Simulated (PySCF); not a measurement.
## Field gradients at the hydrogen positions

Compound: C3H9P2 (charge +1).
Structure used (GFN2-xTB), in Å, numbered top down from 1:
```xyz
14
C3H9P2 angstrom
C      1.0061   -1.3634   -0.5365
P      0.1986    0.1853    0.0214
P      1.1240    2.0951    0.4725
C     -1.3339   -0.1174    0.9350
C     -1.5248    0.3105   -0.5166
H      1.7355   -1.6855    0.2066
H      0.2451   -2.1325   -0.6613
H      1.5143   -1.1921   -1.4853
H      2.1283    1.5009    1.2506
H      1.9006    2.0741   -0.6949
H     -1.6082    0.5957    1.7018
H     -1.5736   -1.1412    1.1927
H     -1.8901   -0.4315   -1.2152
H     -1.9226    1.3016   -0.6927
```

Level: PBE0/pcSseg-1 (PySCF, non-relativistic); Q(2H) = 0.00286 b; rigid geometry, the same for H and D, with no vibrational averaging.

Question: Rank these positions by the coupling χzz of a deuteron there, largest first.
A. H10 (P–H hydrogen)
B. H13 (methylene hydrogen)
C. H6 (methyl hydrogen)

Answer: B (214 kHz), C (203 kHz), A (123 kHz).

Question: What are Vzz, η and χzz (234.96 MHz × Q × Vzz) at all hydrogens?

Answer: 
| atom | bonded to | bond length (Å) | Vzz (au) | η | χzz (kHz) |
| --- | --- | --- | --- | --- | --- |
| H6 | C1 | 1.090 | 0.3019 | 0.05 | 203 |
| H7 | C1 | 1.089 | 0.3047 | 0.05 | 205 |
| H8 | C1 | 1.090 | 0.3021 | 0.05 | 203 |
| H9 | P3 | 1.403 | 0.1826 | 0.10 | 123 |
| H10 | P3 | 1.402 | 0.1828 | 0.10 | 123 |
| H11 | C4 | 1.082 | 0.3171 | 0.05 | 213 |
| H12 | C4 | 1.083 | 0.3180 | 0.05 | 214 |
| H13 | C5 | 1.083 | 0.3180 | 0.05 | 214 |
| H14 | C5 | 1.082 | 0.3171 | 0.05 | 213 |

Question: Average by the element that carries the hydrogen.

Answer: on C: 209 kHz over 7 positions, mean bond length 1.086 Å; on P: 123 kHz over 2 positions, mean bond length 1.402 Å.

Question: A static deuteron (I = 1) shows a doublet split by (3/2)χ, (3/4)χ(1 + η) and (3/4)χ(1 − η) with the field along z, y and x of the gradient. What are these for H8?

Answer: With |χ| = 203.0 kHz and η = 0.046: 305, 159 and 145 kHz, to first order and without motion.

Isolated species at its GFN2-xTB geometry (one conformer only). GFN2-xTB bond lengths can be off by several hundredths of an ångström, more for odd bonds, and the gradients follow them. The basis is small and wasn't made for field gradients, so the couplings can be 20 % off.
